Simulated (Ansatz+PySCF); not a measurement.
The numbers below are computed, except where a source is named.
## Ansatz (development build ahead of 0.2.0) run

```yaml
crystal:
  periodic: [false, false, false]
  atoms:
    - { symbol: C, position_ang: [0.0, 0.0, 0.0] }
    - { symbol: H, position_ang: [1.47196, 0.0, 0.0] }
    - { symbol: H, position_ang: [-0.54517, 0.94427, 0.0] }
    - { symbol: H, position_ang: [-0.54517, -0.94427, 0.0] }
basis:
  gaussian: { orbitals: STO-3G }
magnetization:
  initial_magnetization: 1
hamiltonian:
  xc: hf
correlation:
  method: mp2
  frozen_orbitals: { C: 1, H: 0 }
```

The input is written out in the form of the current development build from the run's settings. Correlation on restricted open-shell orbitals is semicanonical, with singles.

Output:

```yaml
Converged: yes
Reference_energy: -38.99193 hartree
Correlation_energy: -0.05357 hartree
Total_energy: -39.04550 hartree
Spin_squared_of_the_determinant: 0.750
Occupied_orbitals_by_symmetry_in_an_Abelian_subgroup_alpha;_beta: 3 A1 1 B1 1 B2; 3 A1 1 B2
```

Caution: bonds are stretched, where a single reference can fail.
